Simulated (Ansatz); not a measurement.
# triplet Si2: levels of theory in one basis

```xyz
2

Si    0.0000    0.0000    0.0000
Si    0.0000    0.0000    2.4706
```

Basis set: def2-SVP (spherical functions). Correlated methods keep 10 orbitals frozen. Correlation on ROHF uses semicanonical orbitals with singles. Charge 0, multiplicity 3.

Computed with Ansatz (development build ahead of 0.2.0); the reference of a correlated method needn't be the lowest determinant of its kind.

| method | E − E(ROHF) (eV) | <S²> of the determinant |
| --- | --- | --- |
| ROHF | 0.00 | – |
| UHF | -0.11 | 2.13 |
| UHF-MP2 | -3.39 | 2.13 |
| ROHF-CCSD(T) | -4.74 | – |
| UHF-CCSD(T) | -4.73 | 2.13 |

Q: What does ROHF-MP2 give on the same scale?

A: -3.61 eV.

Caution for UHF, UHF-MP2, UHF-CCSD(T): the unrestricted determinant is spin contaminated; the determinant may break the point group. Caution for ROHF-MP2, UHF-MP2: another reference gives a lower total. Caution for ROHF-CCSD(T): the determinant is a saddle point.
